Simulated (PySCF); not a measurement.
Calculated NMR parameters of C/C=P\COC

```
Formula                               : C4H9OP
SMILES                                : C/C=P\COC
InChI                                 : InChI=1S/C4H9OP/c1-3-6-4-5-2/h3H,4H2,1-2H3
Point group of the computed structure : C1
Carbon signals                        : 4
Proton signals                        : 4
```

Atoms are numbered as in `[CH3:1]/[CH:2]=[P:3]\[CH2:4][O:5][CH3:6]`; H(Xn) means a hydrogen on atom n.

Theory: GIAO PBE0/pcSseg-1 shieldings, geometry: GFN2-xTB, in PySCF 2.14 (fast rotation and ring inversion assumed for equivalent nuclei, one computed conformer, isolated molecule, no relativistic terms).

Scale: TMS for $^{1}$H (σ = 31.72 ppm), $^{13}$C (σ = 186.93 ppm); $^{31}$P (σ = 318.38 ppm) vs H3PO4; H2O for $^{17}$O (σ = 336.08 ppm) (reference shieldings calculated alike).

```tsv
carbon	δC, type	δH (multiplicity)	HMBC from (2–3 bonds)	span of the C tensor (ppm)
C1	25.7, CH3	2.71 (m)	H(C2)	42
C2	211.2, CH	9.18 (m)	H(C4), H(C1)	406
C4	72.9, CH2	4.41 (m)	H(C2), H(C6)	87
C6	60.6, CH3	3.57 (s)	H(C4)	87
```

Other nuclei:
```tsv
atoms	nucleus	environment	δ (ppm)	σ (ppm)
P3	$^{31}$P	phosphorus bonded to 2 C	302.7	15.7
O5	$^{17}$O	ether oxygen	36.6	299.5
```

- δC 211.2: carbon double-bonded to a heavier main-group atom.
- δC 72.9: sp3 CH2 bonded to O and P; the inductive effect lowers its shielding.
- δC 60.6: methyl carbon bonded to O; deshielded by the electronegative neighbour.
- δH 9.18: hydrogen on a carbon double-bonded to a heavier main-group atom.
- δH 4.41: hydrogen on an sp3 CH2 bonded to O and P; its carbon carries O, hence the downfield position.

Splittings by $^{31}$P in the carbon and heteronuclear signals aren't shown, as no couplings were computed. Shifts are as computed. Against solution values, carbons near 30 ppm lie about +3 ppm off and those near 130 ppm about +5 ppm. Of 1211 compounds with measured shifts, 218 miss one by over three times the rms of a fit or turn the order of signals round; such compounds aren't used in these exercises. Experimental scales use liquid or dissolved standards, which lie at an offset from isolated H2O (liquid H2O: subtract about 36 ppm) and H3PO4. Multiplicities follow the n + 1 count of equivalent neighbours, as no J values were calculated; m marks all less simple cases, F and P coupling included.
